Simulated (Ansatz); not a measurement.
Input file for C$_{5}$H$_{5}$F (`FC1=CC=CC1`):

```yaml
crystal:
  periodic: [false, false, false]
  atoms:
    - {symbol: F, position_ang: [2.044296, 0.298043, -1.326869]}
    - {symbol: C, position_ang: [0.994440, 0.047158, -0.552437]}
    - {symbol: C, position_ang: [0.894490, -0.893117, 0.392002]}
    - {symbol: C, position_ang: [-0.445401, -0.775651, 0.964854]}
    - {symbol: C, position_ang: [-1.122967, 0.216717, 0.367221]}
    - {symbol: C, position_ang: [-0.253297, 0.845952, -0.674694]}
    - {symbol: H, position_ang: [1.655797, -1.603739, 0.678621]}
    - {symbol: H, position_ang: [-0.818729, -1.409888, 1.758247]}
    - {symbol: H, position_ang: [-2.133202, 0.534048, 0.581215]}
    - {symbol: H, position_ang: [-0.069541, 1.910260, -0.485557]}
    - {symbol: H, position_ang: [-0.680286, 0.773216, -1.682005]}
basis:
  gaussian: {orbitals: def2-TZVPP}
correlation: {method: ccsd_t}
```

```sh
$ ansatz run in.yaml --threads 4 --pin off --events-out ev --progress --plain --max-ram 10444MiB
```

Log, shortened:

```
Functional definition: HF
1565 factors; integrals over basis functions are off by at most 1.1e-3 eV
mean field evaluation 1: about -7934.7690 eV, gradient 3.9e1 eV
mean field evaluation 2: about -7935.0958 eV, gradient 3.9e1 eV
mean field evaluation 4: about -7939.0430 eV, gradient 4.3e0 eV
mean field evaluation 8: about -7939.1199 eV, gradient 3.6e-1 eV
mean field evaluation 16: about -7939.1211 eV, gradient 1.2e-6 eV
mean field -7939.12109103 eV, -291.7573187658 hartree, gradient 1.2e-6 eV, S^2 0.000000; 0 other end points of the search recorded, 0 dependent functions left out; unrestricted orbitals would lower it
6 core orbitals not correlated: weight in the atoms' cores, before any rotation towards them, 1.000 or more for the frozen orbitals, at most 0.000 for the correlated occupied ones
reference -7939.12109103 eV, -291.7573187658 hartree; 16, 16 occupied and 234, 234 virtual orbitals, 1565 factors
second order -28.29784455 eV of doubles, -0.00000000 eV of singles
cycle   1  -28.22894371 eV  change    6.9e-2 eV  update   1.1e-1
cycle   2  -28.89672097 eV  change   -6.7e-1 eV  update   3.6e-2
cycle   3  -29.05386455 eV  change   -1.6e-1 eV  update   1.7e-2
cycle   4  -29.04525934 eV  change    8.6e-3 eV  update   5.0e-3
cycle   5  -29.04356402 eV  change    1.7e-3 eV  update   2.0e-3
cycle   6  -29.04504831 eV  change   -1.5e-3 eV  update   6.9e-4
cycle   7  -29.04497216 eV  change    7.6e-5 eV  update   2.4e-4
cycle   8  -29.04481874 eV  change    1.5e-4 eV  update   1.2e-4
cycle   9  -29.04485207 eV  change   -3.3e-5 eV  update   5.1e-5
cycle  10  -29.04486697 eV  change   -1.5e-5 eV  update   1.7e-5
perturbative correction -1.32289262 eV, -0.0486154070 hartree
Total energy: -7969.48885062 eV, -292.8733133467 hartree
```

It took 72 s on 4 threads of an Intel Xeon Platinum 8488C on a shared host, with 6.3 GiB of host memory at the peak.

The correlation energy is -30.368 eV, 4.4 % of it from (T); the T1 diagnostic reads 0.0117.
